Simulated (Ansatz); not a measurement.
System (SMILES): [CH2]F (CH2-F), doublet.
Atoms: C1, F2, H3, H4. Bonds: C1-F2, C1-H3, C1-H4.

Basis-set convergence of the optimised C1-H3 bond length at MP2 with Ansatz (an electronic-structure program). The reference of a correlated method is not its basis-set limit, which lies further on. All functions are spherical. Cores are frozen. Core-valence sets carry the plain set on hydrogen. Open shells are unrestricted. No added dispersion term, no relativity. Reference: the value in def2-QZVPPD, 1.0748 Å, itself unsure by roughly 0.0006 Å (its mean distance from pcseg-3, def2-QZVPP, cc-pVQZ). Deviations are taken from unrounded values.

```
basis              functions  optimised C1-H3 bond length (Å)  minus reference (Å)
-----------------  ---------  -------------------------------  -------------------
cc-pVDZ                   38                           1.0923               0.0175
def2-SVP                  38                           1.0899               0.0151
aug-cc-pVDZ               64                           1.0893               0.0145
def2-TZVPP                90                           1.0757               0.0009
def2-TZVPPD              111                           1.0759               0.0011
6-311++G(3df,3pd)        114                           1.0761               0.0012
cc-pCVTZ                 114                           1.0761               0.0013
aug-pcseg-2              138                           1.0748               0.0000
pcseg-3                  186                           1.0733              -0.0015
```

The smallest set listed that lies within 0.003 Å of the reference with all its larger relatives (same family, alike in diffuse functions; a set with none counts only in the reference's own line) is def2-TZVPP (90 functions, 0.0009 Å off). Inside, with no larger relative to test it: 6-311++G(3df,3pd), cc-pCVTZ, aug-pcseg-2, pcseg-3. (Relatives not listed, tested too: def2-QZVP 0.0000, def2-QZVPP 0.0000, def2-QZVPPD 0.0000 Å.)
